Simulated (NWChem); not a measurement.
All runs are NWChem calculations. System: AlCl3, charge 0, spin multiplicity 1, at a geometry optimised with B3LYP/def2-SVP. The structure started from a generated list of species. Level: PBE0/6-31+G* (spherical d).

Output (cleaned and shortened):

```
             Northwest Computational Chemistry Package (NWChem) 7.3.0
             --------------------------------------------------------

                                NWChem Input Module
                                -------------------

 Scaling coordinates for geometry "geometry" by  1.889725989
 (inverse scale =  0.529177249)

 Turning off AUTOSYM since
 SYMMETRY directive was detected!

                             Geometry "geometry" -> ""
                             -------------------------

 Output coordinates in angstroms (scale by  1.889725989 to convert to a.u.)

  No.       Tag          Charge          X              Y              Z
 ---- ---------------- ---------- -------------- -------------- --------------
    1 Al                  13.0000     0.00000000     0.00000000    -0.00000700
    2 Cl                  17.0000     0.00000000     0.00000000     2.08729400
    3 Cl                  17.0000     1.80765900     0.00000000    -1.04364400
    4 Cl                  17.0000    -1.80765900     0.00000000    -1.04364400

 Effective nuclear repulsion energy (a.u.)     294.9893972061

            Nuclear Dipole moment (a.u.)
            ----------------------------
        X                 Y               Z
 ---------------- ---------------- ----------------
     0.0000000000     0.0000000000     0.0000207870

      Symmetry information
      --------------------

 Group name             C2v
 Group number             16
 Group order               4
 No. of unique centers     3

      Symmetry unique atoms

     1    2    3


 Summary of "ao basis" -> "" (spherical)
 ------------------------------------------------------------------------------
       Tag                 Description            Shells   Functions and Types
 ---------------- ------------------------------  ------  ---------------------
 *                          6-31+g*                   on all atoms

                                 NWChem DFT Module
                                 -----------------

 Summary of "ao basis" -> "ao basis" (spherical)
 ------------------------------------------------------------------------------
       Tag                 Description            Shells   Functions and Types
 ---------------- ------------------------------  ------  ---------------------
 Al                         6-31+g*                 10       22   5s4p1d
 Cl                         6-31+g*                 10       22   5s4p1d
[...]
 Vector   31  Occ=2.000000D+00  E=-3.654652D-01  Symmetry=b2
              MO Center= -1.5D-10, -1.2D-16,  1.0D+00, r^2= 4.4D+00
   Bfn.  Coefficient  Atom+Function         Bfn.  Coefficient  Atom+Function
  ----- ------------  ---------------      ----- ------------  ---------------
    30      0.590186  2 Cl py                34      0.313267  2 Cl py
    52     -0.295079  3 Cl py                74     -0.295079  4 Cl py
    26     -0.230471  2 Cl py                56     -0.156626  3 Cl py
    78     -0.156626  4 Cl py                48      0.115230  3 Cl py
    70      0.115230  4 Cl py                19      0.070499  1 Al d -1

 Vector   32  Occ=2.000000D+00  E=-3.481623D-01  Symmetry=b1
              MO Center=  4.1D-14, -1.9D-16,  9.8D-05, r^2= 5.5D+00
   Bfn.  Coefficient  Atom+Function         Bfn.  Coefficient  Atom+Function
  ----- ------------  ---------------      ----- ------------  ---------------
    29      0.433844  2 Cl px                53     -0.375699  3 Cl pz
    75      0.375699  4 Cl pz                33      0.233739  2 Cl px
    51     -0.216899  3 Cl px                73     -0.216899  4 Cl px
    57     -0.202413  3 Cl pz                79      0.202413  4 Cl pz
    25     -0.168713  2 Cl px                49      0.146102  3 Cl pz

 Vector   33  Occ=0.000000D+00  E=-6.549561D-02  Symmetry=a1
              MO Center=  4.5D-16,  4.5D-16, -1.5D-05, r^2= 6.0D+00
   Bfn.  Coefficient  Atom+Function         Bfn.  Coefficient  Atom+Function
  ----- ------------  ---------------      ----- ------------  ---------------
    10      1.815820  1 Al s                 14      1.335610  1 Al s
    36     -0.720566  2 Cl s                 58     -0.720617  3 Cl s
    80     -0.720617  4 Cl s                  6      0.448195  1 Al s
    39      0.336223  2 Cl pz                59      0.291196  3 Cl px
    81     -0.291196  4 Cl px                31      0.251729  2 Cl pz

 Vector   34  Occ=0.000000D+00  E=-5.326045D-02  Symmetry=b2
              MO Center= -4.6D-15,  1.1D-15, -7.4D-06, r^2= 4.1D+00
   Bfn.  Coefficient  Atom+Function         Bfn.  Coefficient  Atom+Function
  ----- ------------  ---------------      ----- ------------  ---------------
     8      0.665013  1 Al py                12      0.655952  1 Al py
    16      0.216861  1 Al py                30     -0.217339  2 Cl py
    52     -0.217340  3 Cl py                74     -0.217340  4 Cl py
     4     -0.206564  1 Al py                34     -0.177122  2 Cl py
    38     -0.177573  2 Cl py                56     -0.177123  3 Cl py

 Vector   35  Occ=0.000000D+00  E= 2.697276D-02  Symmetry=a1
              MO Center=  3.7D-16,  6.5D-17,  4.3D-01, r^2= 1.6D+01
   Bfn.  Coefficient  Atom+Function         Bfn.  Coefficient  Atom+Function
  ----- ------------  ---------------      ----- ------------  ---------------
    36     -2.598800  2 Cl s                 17      2.554555  1 Al pz
    58      1.299476  3 Cl s                 80      1.299476  4 Cl s
    13      1.035537  1 Al pz                39      0.964617  2 Cl pz
    59     -0.660786  3 Cl px                81      0.660786  4 Cl px
    28     -0.221651  2 Cl s                  9      0.209837  1 Al pz

 center of mass
 --------------
 x =   0.00000000 y =   0.00000000 z =   0.00000030

 moments of inertia (a.u.)
 ------------------
         816.087447590551           0.000000000000           0.000000000000
           0.000000000000        1632.184920304326           0.000000000000
           0.000000000000           0.000000000000         816.097472713775

     Multipole analysis of the density
     ---------------------------------

     L   x y z        total         alpha         beta         nuclear
     -   - - -        -----         -----         ----         -------
     0   0 0 0     -0.000000    -32.000000    -32.000000     64.000000

     1   1 0 0     -0.000000     -0.000000     -0.000000      0.000000
     1   0 1 0     -0.000000     -0.000000     -0.000000      0.000000
     1   0 0 1     -0.000027     -0.000024     -0.000024      0.000021

     2   2 0 0    -40.339670   -218.541486   -218.541486    396.743303
     2   1 1 0      0.000000      0.000000      0.000000      0.000000
     2   1 0 1     -0.000000     -0.000000     -0.000000      0.000000
     2   0 2 0    -34.841116    -17.420558    -17.420558      0.000000
     2   0 1 1     -0.000000     -0.000000     -0.000000      0.000000
     2   0 0 2    -40.339652   -218.539040   -218.539040    396.738429

 Task  times  cpu:        2.2s     wall:        2.2s

 Total times  cpu:        2.2s     wall:        2.2s
```

**Question.** Write an NWChem input that would produce this output.

**Answer.** One answer among several that fit: 
```
start mol
memory heap 200 mb stack 900 mb global 1100 mb
geometry units angstroms nocenter noautoz
  Al     0.000000     0.000000    -0.000007
  Cl     0.000000     0.000000     2.087294
  Cl     1.807659     0.000000    -1.043644
  Cl    -1.807659     0.000000    -1.043644
  symmetry group C2v
end
basis spherical
  * library 6-31+g*
end
dft
  xc pbe0
  semidirect memsize 60000000 filesize 0
  iterations 100
end
task dft energy
```
